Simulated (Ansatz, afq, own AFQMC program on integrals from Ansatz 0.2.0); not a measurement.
Two steps: Ansatz 0.2.0 writes the Fock matrix and Cholesky factors of the valence space, and afq projects on them the lowest state that overlaps trial and start.

```yaml
crystal:
  periodic: [false, false, false]
  atoms:
    - {symbol: O, position_ang: [0.000000, -0.101504, 0.618658]}
    - {symbol: O, position_ang: [0.000000, 0.051156, -0.681136]}
    - {symbol: H, position_ang: [0.000000, 0.799197, 0.991739]}
basis:
  gaussian: {orbitals: cc-pVDZ}
magnetization: {spin_polarized: true, initial_magnetization: 1}
correlation: {method: ccsd_t, electrons: outside_noble_gas, hamiltonian_folder: ham}
```

```sh
$ ansatz run in.yaml --threads 1 --pin off --events-out ev --progress --plain --max-ram 1382MiB
```

Options of the walk:

```
--method phaseless --trial hf --walkers 120 --populations 1 --least-time 40 --time-step 0.005 --steps-per-block 20 --equilibration-blocks 112 --max-blocks 600 --target-error 0.00129 --factor-cut 1e-05 --start spin_pure --seed 5697 --taylor-order 6
```

Times are imaginary, in 1/Eh. The walk had a cap of 873 s.

afq prints:

```
orbitals 31  electrons 7 6  factors 229 of 309
reference energy -150.18784520 Eh
CCSD correlation -0.36164302 Eh in 11 cycles, weight of the determinant in the CISD state 0.8854
energy of the start -150.188127 Eh
 block  time / (1/Eh)  mean weight  energy / Eh
     1     0.100  0.9997  -150.301758
     2     0.200  1.0064  -150.385635
     3     0.300  1.0018  -150.432182
     4     0.400  1.0012  -150.463414
     5     0.500  1.0012  -150.487340
     7     0.700  1.0051  -150.531089
     9     0.900  1.0065  -150.527258
    18     1.800  1.0019  -150.622958
    52     5.200  0.9996  -150.593394
    86     8.600  0.9985  -150.536050
   103    10.300  1.0023  -150.615396
   120    12.000  0.9974  -150.507649
   154    15.400  1.0017  -150.614848
   188    18.800  0.9986  -150.493471
   222    22.200  0.9993  -150.512672
   256    25.600  1.0016  -150.523087
   290    29.000  1.0002  -150.600241
   324    32.400  1.0005  -150.557665
   358    35.800  1.0011  -150.526985
   392    39.200  1.0009  -150.561574
   409    40.900  1.0004  -150.470085
   426    42.600  1.0028  -150.566721
   460    46.000  1.0022  -150.582243
   494    49.400  0.9996  -150.597192
   528    52.800  1.0006  -150.547152
   562    56.200  0.9983  -150.552947
   596    59.600  1.0010  -150.551320
   630    63.000  1.0018  -150.585973
   664    66.400  0.9965  -150.561984
   698    69.800  0.9984  -150.561438
blocks merged  error / Eh  count
     1  0.001428  600
     2  0.001863  300
     4  0.002379  150
     8  0.002868  75
    16  0.003306  37
    32  0.003996  18
    64  0.004642  9
energy -150.560692 +/- 0.003996 Eh
(rows thinned)
```

The run failed at least one of its tests; the cautions name the faults. The second half of the sampling lies below the first by 2.3 errors of their difference, so the energy may still be moving and its error bar be too small.

Against this walk (error 108.7 meV) on the same determinant: CCSD(T) 76.1 meV higher (within the noise), CCSDT(Q) 25.4 meV higher (within the noise), a separate phaseless walk with a CISD trial and standard settings 49.4 ± 109.9 meV higher (within the noise). The error is statistical and leaves out the bias of the constraint.

Cautions: constraint bias not in the error; error above the target (108.7 against 35.1 meV).

The walk took 3.8 min on 1 thread of Arm Neoverse V1, with other jobs on the host. The log's last line is the phaseless energy.

CCSDT and higher add their correlation energy to the determinant of the CCSD(T) run, since their own runs factorise the integrals more tightly (a shift of under 2 meV). A walk keeps the symmetry of its determinant, which the program's search chose and which needn't be the lowest solution, so a lower state of the same spin and another symmetry isn't excluded.
